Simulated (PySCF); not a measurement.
## Deprotonation enthalpy (ΔH): calculation against experiment

These are calculated values, M06-2X/ma-def2-TZVP in PySCF (grid level 3) at geometries from PBE0-D3(BJ)/ma-def2-SVP. The prefix ma- adds one diffuse s and one diffuse p function on all atoms but H. Zero-point and thermal terms (298.15 K, 1 bar) come from unscaled PBE0-D3(BJ)/ma-def2-SVP harmonic frequencies, with soft modes damped to free rotors in the entropy.

```
                            molecule  computed / kJ/mol  measured / kJ/mol  difference
         hydrogen cyanide, C#N (CHN)               1456               1466         -11
           hydrogen fluoride, F (HF)               1549               1555          -6
dimethyl sulfoxide, CS(C)=O (C2H6OS)               1568               1564           4
        hydrogen peroxide, OO (H2O2)               1572               1574          -2
        methyl chloride, CCl (CH3Cl)               1657               1671         -14
          methyl fluoride, CF (CH3F)               1712               1711           1
```

Measured values: NIST Chemistry WebBook, evaluated or the median of agreeing entries. Evaluated proton affinities, basicities and acidities carry uncertainties of about 8 kJ/mol, some more. Mean signed difference -4.5 kJ/mol, mean absolute 6.1 kJ/mol, over these rows.

methylene fluoride: the gap is larger than usual, and may come from another state, site, conformer or species, from the functional or basis, or from an outlying measurement.

Q: What do calculation and experiment give for methylene fluoride, `FCF` (CH2F2)?

A: Computed 1663 kJ/mol, measured 1628 kJ/mol.

Differences come from unrounded values, so a last digit can differ from that of the printed terms.
